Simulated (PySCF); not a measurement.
These are B3LYP-D3(BJ)/def2-TZVP // B3LYP-D3(BJ)/def2-SVP (PySCF) values and carry that method's errors. Isolated molecules, 0 K electronic values unless said otherwise. B3LYP has the VWN-RPA correlation part, as in Gaussian. 

Reference species (SMILES): `COC` (neutral, multiplicity 1).

The dipole moment is 1.19 D. The HOMO–LUMO gap is 8.22 eV and the HOMO is -7.21 eV.

After one change: the dipole moment goes up by 2.82 D; the HOMO–LUMO gap increases by 1.41 eV; the HOMO falls by 1.98 eV.

Problem. What was changed between the two runs? The new species is one of these.
(A) `O`
(B) `CC#N`
(C) `CN(C)C`
(D) `CO`

Solution. B, `CC#N`
